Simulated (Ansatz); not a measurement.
Gas-phase electronic energies from Ansatz, PBE0-D4/def2-TZVP geometries. CBS: def2 TZ/QZ extrapolation, frozen cores. Functionals use def2-TZVPP. B3LYP here is the variant with VWN-RPA as its local correlation; programs differ in this.

`C=[SiH2]` → `C[SiH]`  (isomerisation)

`C=[SiH2]`:

```xyz
6

C     0.022    0.916   -0.107
Si   -0.019   -0.770    0.090
H     0.008    1.383   -1.085
H     0.063    1.595    0.737
H    -0.073   -1.706   -1.053
H    -0.002   -1.419    1.418
```

`C[SiH]`:

Cartesian coordinates in Å:
```
C 0.292 -0.098 -0.430
Si -0.895 1.048 0.497
H 1.186 -0.277 0.181
H 0.598 0.281 -1.406
H -0.175 -1.083 -0.560
H -1.007 0.131 1.717
```

```csv
level,ΔE (kJ/mol),difference from CCSD(T)/CBS
LDA (SPW92),17.0,4.1
PBE-D4,14.0,1.1
B3LYP,10.3,-2.6
CCSD(T)/def2-SVP,5.6,-7.3
HF/def2-TZVPP,-7.2,-20.1
MP2/def2-TZVPP,18.3,5.4
MP2/cc-pV(D+d)Z,14.8,1.9
MP2/cc-pV(T+d)Z,15.7,2.8
HF/cc-pV(Q+d)Z,-6.6,-19.5
MP2/cc-pV(Q+d)Z,19.7,6.8
CCSD(T)/CBS,12.9,0
```

Largest T1 diagnostic among the species: 0.015.

Leaving LDA and LC-ωPBE aside and taking each functional with its dispersion term where it has one, the values, not all of them listed here, spread over 21.9 kJ/mol, from ωB97M-V to r2SCAN-D4. LDA lies +3.1 kJ/mol from PBE without D4. From PBE to PBE0 (25 % exact exchange), in def2-TZVPP and without D4, ΔE moves by −6.3 kJ/mol.
